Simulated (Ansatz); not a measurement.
Gas-phase electronic energies from Ansatz, PBE0-D4/def2-TZVP geometries. CBS: MP2 limit from def2 TZ/QZ plus the TZ coupled-cluster correction, frozen cores. DFT in def2-TZVPP. B3LYP here is the variant with VWN-RPA as its local correlation; programs differ in this. HSE06 is defined as in plane-wave codes. Each species was taken in one conformer, which may not be the lowest.

Reaction (isomerisation): `FC1=CCC1` → `FCC1=CC1`

```
             level  ΔE (kcal/mol)  difference from CCSD(T)/CBS
       LDA (SPW92)           29.9                          2.8
            PBE-D4           27.0                         -0.1
         revPBE-D4           27.1                          0.0
         r2SCAN-D4           26.6                         -0.5
           PBE0-D4           27.7                          0.6
          B3LYP-D4           25.5                         -1.6
        r2SCANh-D4           26.8                         -0.3
        r2SCAN0-D4           27.1                          0.0
          HSE06-D4           27.8                          0.7
          BHLYP-D4           26.2                         -0.9
      CAM-B3LYP-D4           26.0                         -1.1
           ωB97M-V           26.9                         -0.2
            B2PLYP           25.8                         -1.3
          PBE-QIDH           28.2                          1.1
            revPBE           25.6                         -1.5
              BLYP           24.0                         -3.1
            r2SCAN           26.6                         -0.5
              PBE0           27.4                          0.3
             B3LYP           25.0                         -2.1
           r2SCANh           26.7                         -0.4
           r2SCAN0           27.0                         -0.1
             HSE06           27.6                          0.5
             BHLYP           25.9                         -1.2
         CAM-B3LYP           25.8                         -1.3
           LC-ωPBE           27.1                          0.0
RPA@PBE/def2-TZVPP           26.9                         -0.2
      MP2/def2-SVP           26.2                         -0.9
     CCSD/def2-SVP           26.2                         -0.9
  CCSD(T)/def2-SVP           26.6                         -0.5
     HF/def2-TZVPP           25.2                         -1.9
    MP2/def2-TZVPP           26.9                         -0.2
SCS-MP2/def2-TZVPP           26.4                         -0.7
   CCSD/def2-TZVPP           27.0                         -0.1
CCSD(T)/def2-TZVPP           27.4                          0.3
     HF/def2-QZVPP           25.3                         -1.8
    MP2/def2-QZVPP           26.8                         -0.3
SCS-MP2/def2-QZVPP           26.3                         -0.8
      HF/CBS(def2)           25.3                         -1.8
     MP2/CBS(def2)           26.6                         -0.5
    CCSD/CBS(def2)           26.8                         -0.3
       CCSD(T)/CBS           27.1                            0
```

Largest T1 diagnostic among the species: 0.011.

From PBE to PBE0 (25 % exact exchange), in def2-TZVPP and without D4, ΔE moves by +0.7 kcal/mol. Leaving LDA and LC-ωPBE aside and taking each functional with its dispersion term where it has one, the values, not all of them listed here, spread over 3.3 kcal/mol, from BLYP-D4 to PBE-QIDH. LDA lies +3.2 kcal/mol from PBE without D4.
